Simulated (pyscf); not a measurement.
Thermochemistry of product channels of HO–SiH: [singlet] + NH₃ on the singlet surface, in eV, from ωB97M-D3(BJ)/def2-TZVP energies (ideal gas, 1 atm, RRHO with modes under 100 cm⁻¹ raised to 100, one conformer, R ln 2 for rigid chiral ones). Optimised with ωB97X-D3(BJ)/def2-SVP in PySCF.

```json
[
 {"products": "H₂N–SiH=O + H₂", "ΔE": "…", "ΔH(298 K)": "-0.96", "ΔG(900 K)": "-0.72", "ΔG(1200 K)": "-0.68"},
 {"products": "H₂N–Si:–OH [singlet] + H₂", "ΔE": "…", "ΔH(298 K)": "-1.16", "ΔG(900 K)": "-0.97", "ΔG(1200 K)": "-0.95"},
 {"products": "H₂N–SiH₂–OH", "ΔE": "…", "ΔH(298 K)": "-2.49", "ΔG(900 K)": "-1.22", "ΔG(1200 K)": "-0.84"}
]
```

Q: Some entries are withheld; supply them.

A: 
- H₂N–SiH=O + H₂, ΔE: -0.79
- H₂N–Si:–OH [singlet] + H₂, ΔE: -1.04
- H₂N–SiH₂–OH, ΔE: -2.51

These are energies of the channels, which say nothing of barriers.
